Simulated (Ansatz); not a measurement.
We consider hcp Re, described by LDA (Ansatz, a quantum-chemistry and plane-wave program, PAW).

Numerical settings: plane-wave cutoff 520 eV, 24×24×12 k mesh (along the axes of the cell as run), Fermi–Dirac smearing 0.05 eV, no spin polarisation, scalar-relativistic PAW data made under PBE.

Results at a series of volumes:

| V (Å³/atom) | E − E_lowest (meV/atom) | P (GPa) |
|---|---|---|
| 13.757 | 31.17 | 18.08 |
| 14.044 | 7.51 | 8.55 |
| 14.331 | 0.00 | 0.00 |
| 14.617 | 6.99 | -7.68 |
| 14.904 | 27.00 | -14.56 |

Task: What bulk modulus B0 and pressure derivative B′ does a third-order Birch–Murnaghan fit give?

Result: V0 = 14.331 Å³/atom, B0 = 405 GPa, B′ = 4.4 (fit to the energies at full precision).

Shape and atoms are relaxed at each volume.

Measured, for comparison: bulk modulus 369 GPa (zero-point energy and finite temperature contributions removed, our sources range from 369 to 381; as tabulated in doi:10.1021/acs.jctc.3c00612). Computed (rounded) less measured: bulk modulus +10 % (+6 % to +10 % over the range).

Note: the bulk modulus comes from volumes at which shape and atoms were relaxed.

Spin–orbit coupling is not included.
